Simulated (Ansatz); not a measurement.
Cost and result for the atomization energy of C$_{3}$H$_{9}$OP, SMILES `CP(C)(C)=O` (14 atoms, 13 bonds).

```xyz
14

C     1.017   -0.891   -0.961
P     0.019    0.489   -0.356
C    -1.640   -0.197   -0.145
C     0.612    0.787    1.326
O     0.064    1.685   -1.225
H     0.662   -1.173   -1.954
H     0.964   -1.757   -0.298
H     2.054   -0.564   -1.047
H    -2.037   -0.466   -1.126
H    -2.286    0.569    0.288
H    -1.641   -1.078    0.499
H     0.565   -0.113    1.942
H     0.003    1.570    1.780
H     1.644    1.139    1.277
```

Charge 0, multiplicity 1. All single points use the PBE0-D4/def2-TZVP geometry. Program: Ansatz. All runs use 4 threads of an Arm Neoverse V1 on a shared host. Times are those of one run each, without the atoms' runs, and a repeat can differ threefold. Electronic energies, without spin–orbit coupling; frozen cores. CCSD(T)/CBS adds CCSD(T) − MP2 in def2-TZVPP to the MP2 limit, and its time is that of the two runs behind it. T1 = 0.012. HSE06 is the plane-wave form, built on full-range PBE exchange.

CCSD(T)/CBS is a level of theory with its own doubt, some kJ/mol a heavy atom from the limit and from the frozen cores, so smaller differences don't rank the functionals.

```tsv
level	functions	wall time	atomization (kcal/mol)	difference from CCSD(T)/CBS	per bond
LDA (SPW92)/def2-TZVPP	292	1.6 s	1448.7	174.2	13.4
PBE-D4/def2-TZVPP (with forces)	292	3.2 s	1295.0	20.5	1.6
BHLYP-D4/def2-TZVPP	292	4.5 s	1243.8	-30.7	-2.4
HSE06-D4/def2-TZVPP	292	4.8 s	1277.6	3.1	0.2
r2SCAN-D4/def2-TZVPP (with forces)	292	6 s	1278.1	3.6	0.3
r2SCANh-D4/def2-TZVPP	292	7 s	1271.7	-2.8	-0.2
PBE-QIDH/def2-TZVPP	292	8 s	1267.0	-7.5	-0.6
CCSD(T)/def2-SVP	119	9 s	1187.6	-86.9	-6.7
B97M-V/def2-TZVPP	292	11 s	1280.3	5.8	0.4
ωB97M-V/def2-TZVPP (with forces)	292	16 s	1279.3	4.8	0.4
MP2/def2-QZVPP	568	46 s	1275.5	1.0	0.1
CCSD(T)/def2-TZVPP	292	5.7 min	1241.1	-33.4	-2.6
CCSD(T)/CBS(def2)	–	6.5 min	1274.5	0.0	0.0
```

From r2SCAN to r2SCAN0 (25 % exact exchange), in def2-TZVPP and without D4, the atomization energy moves by −15.8 kcal/mol: exact exchange takes away binding that semilocal exchange gives to molecules. At CCSD(T), def2-SVP lies −86.9 kcal/mol from the extrapolated value and def2-TZVPP −33.5 kcal/mol: correlation converges slowly with the basis, and small sets miss more of it in the bonded molecule than in its fragments. In def2-TZVPP, CCSD(T) changes the Hartree–Fock value by +303.6 kcal/mol (the triples alone add +16.5 kcal/mol) and MP2 by +318.2 kcal/mol; breaking electron pairs costs correlation energy, which Hartree–Fock lacks.
